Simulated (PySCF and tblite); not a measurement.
The numbers below are computed, except where a source is named.
C6H12, numbered as in [CH2:1]=[CH:2][CH2:3][CH2:4][CH2:5][CH3:6]. Level: PBE0-D3(BJ)/def2-TZVP//PBE0-D3(BJ)/def2-SVP, thermal terms from GFN2-xTB, symmetry numbers and mirror pairs counted. Conformers within 4 kcal/mol (GFN2-xTB free energy) were kept, 7 at most. GIAO shieldings: PBE0/pcSseg-1. Shifts are against TMS (¹H), TMS (¹³C) at the same level. (PySCF 2.14, tblite 0.8.)

Torsions listed: C1–C2–C3–C4, C2–C3–C4–C5, C3–C4–C5–C6. Of a mirror pair one member is shown.

```csv
conformer,shape,point group,mirror pair,ΔE(DFT),Δ(G−E) at 273.15 K,δ C4 (ppm)
1,"119°, 179°, 180°",C1,yes,0.00,0.00,36.4
2,"-120°, 65°, 180°",C1,yes,0.01,0.13,33.2
3,"121°, -60°, -62°",C1,yes,0.29,0.31,30.4
4,"-118°, -176°, -64°",C1,yes,0.58,0.13,34.1
5,"119°, -178°, -65°",C1,yes,0.60,0.14,34.0
6,"-114°, -64°, -177°",C1,yes,0.64,0.10,36.3
7,"131°, -71°, 75°",C1,yes,1.77,0.34,31.9
```

Energies in kcal/mol; the thermal term leaves out symmetry numbers and mirror images.

Task: Work out the weights at 273.15 K and the ¹³C shift of C4 under fast exchange.

Result: RT = 0.543 kcal/mol. Each conformer gets RT ln(σ/g), with σ the rotational symmetry number and g = 2 for a mirror pair: 1: σ = 1, g = 2, G = 0.00 + 0.00 − 0.38 = -0.38, 0.00 above the lowest, exp(−ΔG/RT) = 1.000; 2: σ = 1, g = 2, G = 0.01 + 0.13 − 0.38 = -0.24, 0.13 above the lowest, exp(−ΔG/RT) = 0.781; 3: σ = 1, g = 2, G = 0.29 + 0.31 − 0.38 = 0.22, 0.59 above the lowest, exp(−ΔG/RT) = 0.335; 4: σ = 1, g = 2, G = 0.58 + 0.13 − 0.38 = 0.34, 0.71 above the lowest, exp(−ΔG/RT) = 0.270; 5: σ = 1, g = 2, G = 0.60 + 0.14 − 0.38 = 0.36, 0.74 above the lowest, exp(−ΔG/RT) = 0.257; 6: σ = 1, g = 2, G = 0.64 + 0.10 − 0.38 = 0.36, 0.74 above the lowest, exp(−ΔG/RT) = 0.255; 7: σ = 1, g = 2, G = 1.77 + 0.34 − 0.38 = 1.74, 2.12 above the lowest, exp(−ΔG/RT) = 0.020. The sum is 2.918, so the weights are 34.3, 26.7, 11.5, 9.2, 8.8, 8.8, 0.7 %. The averaged shift is 34.4 ppm. At 298.15 K it is 34.4 ppm. At 298.15 K the leading conformer alone gives 36.4 ppm and bare DFT energies give 34.0 ppm.

For its torsions the set is small; conformers may be missing.
